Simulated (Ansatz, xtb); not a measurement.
**Relaxing a trial structure of H4NPSi+**

The starting geometry of this gas-phase doublet was built from a drawn formula by distance geometry and a force field; its bonds are those of `[N]1[SiH2][PH2+]1`.

```xyz
7

N     1.0882   -1.4010   -1.3350
P    -0.0785   -2.1729   -0.3563
Si    0.7801   -0.1693   -0.1815
H     1.9312    0.0342    0.6573
H     0.0521    0.9580   -0.8334
H    -1.1725   -2.4932   -1.1743
H     0.5800   -3.3424    0.1437
```

Q: Where would you expect an optimisation with r2SCAN-D4/def2-SVP to take it?

A: A bond breaks, leaving `[SiH2]N=[PH2+]`. Contacts that open: P2–Si3 (2.19 → 3.18 Å).

The energy falls by 1.92 eV over 24 steps:

```tsv
step	E − E(last) (eV)
1	1.918
4	1.563
6	1.461
9	1.168
11	1.005
14	0.379
16	0.138
19	0.018
21	0.001
24	0.000
```

Final geometry (Å):

```yaml
atoms:
  - { symbol: N, position_ang: [0.4934, -1.3003, -0.4573] }
  - { symbol: P, position_ang: [-0.4853, -2.5704, -0.5719] }
  - { symbol: Si, position_ang: [1.0218, 0.2164, -0.2484] }
  - { symbol: H, position_ang: [2.4704, 0.4672, -0.3670] }
  - { symbol: H, position_ang: [0.0813, 1.3166, 0.0521] }
  - { symbol: H, position_ang: [-0.3255, -3.1615, -1.8536] }
  - { symbol: H, position_ang: [-0.0754, -3.5546, 0.3667] }
```

From the same start GFN2-xTB reaches the same bonding as this run.

The end wasn't checked by frequencies. Open shells are spin-unrestricted. Run with Ansatz 0.2.0, 77 s on 1 thread of Intel(R) Xeon(R) 6975P-C (Granite Rapids), on a shared host.
